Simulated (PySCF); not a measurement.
These are B3LYP-D3(BJ)/def2-TZVP // PBE-D3(BJ)/def2-SVP in PySCF 2.14.0 values and carry that method's errors. All species are isolated molecules in the gas phase. B3LYP has the VWN-RPA correlation part, as in Gaussian. 

Reference species (SMILES): `[OH]` (neutral, multiplicity 2).

| Item | Value |
|---|---|
| dipole moment | 1.78 D |

Changed species: `C[O]` (free radical OCH3; the reference has free radical OH).

Predict the effect on the dipole moment.

the dipole moment rises by 0.29 D, to 2.07 D.
